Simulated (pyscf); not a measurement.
# Concerted two-bond exchange: HGa=Se + H₂ -> Ga–SeH [singlet] + H₂

Gas phase, singlet surface, charge 0. Bonds broken: Ga2–H4, H3–H5. Bonds formed: Se1–H3, H4–H5. Single points on ωB97X-D3(BJ)/def2-SVP structures (PySCF, gas phase).

Transition state (Å):

```xyz
5

Se    -1.1070    -0.1458     0.8933
Ga     0.3776     0.2996    -0.7764
H      0.7034    -0.8053     0.9962
H      1.9132    -0.3465    -0.5328
H      1.5828    -0.8537     0.5637
```

One imaginary mode, 2083i cm⁻¹; descent along it reached the two sides named.

```
bond    change  reactant side (Å)  saddle  product side
------  ------  -----------------  ------  ------------
Ga2–H4  breaks              1.537   1.684           3.1
H3–H5   breaks              0.761   0.981           2.7
Se1–H3   forms                3.7   1.930         1.469
H4–H5    forms                3.1   1.252         0.761
```

Electronic energies relative to the separated reactants (kcal/mol):

```tsv
level	barrier	reaction energy	reverse barrier
ωB97X-D3(BJ)/def2-TZVP	61.7	-5.3	67.0
PBE/def2-TZVP	46.8	-4.3	51.0
r²SCAN/def2-TZVP	52.2	-1.2	53.4
B3LYP-D3(BJ)/def2-TZVP	53.9	-6.8	60.8
PBE0-D3(BJ)/def2-TZVP	52.5	-4.3	56.8
M06-2X/def2-TZVP	60.0	-4.0	63.9
ωB97M-D3(BJ)/def2-TZVP	59.5	-6.8	66.3
HF/def2-TZVP	83.1	-5.5	88.6
```

With ωB97M-D3(BJ)/def2-TZVP energies and thermal terms (ideal gas, 1 atm, RRHO with modes under 100 cm⁻¹ raised to 100, one conformer, R ln 2 for chiral ones without a mode under 150 cm⁻¹), in kcal/mol:

| T (K) | ΔH‡ | ΔG‡ | ΔH | ΔG |
|---|---|---|---|---|
| 298 | 58.3 | 65.4 | -7.0 | -8.7 |
| 600 | 57.2 | 73.1 | -7.1 | -10.5 |
| 900 | 57.0 | 81.1 | -7.4 | -12.1 |
| 1200 | 57.0 | 89.2 | -7.7 | -13.7 |

The same reactants have a lower exit, to H₂Ga–SeH (barrier +30.8 kcal/mol at ωB97M-D3(BJ)/def2-TZVP, against +59.5 kcal/mol here). One saddle was located; it need not be the lowest between these sides. Elements up to Kr have no core potential and no relativistic terms here.
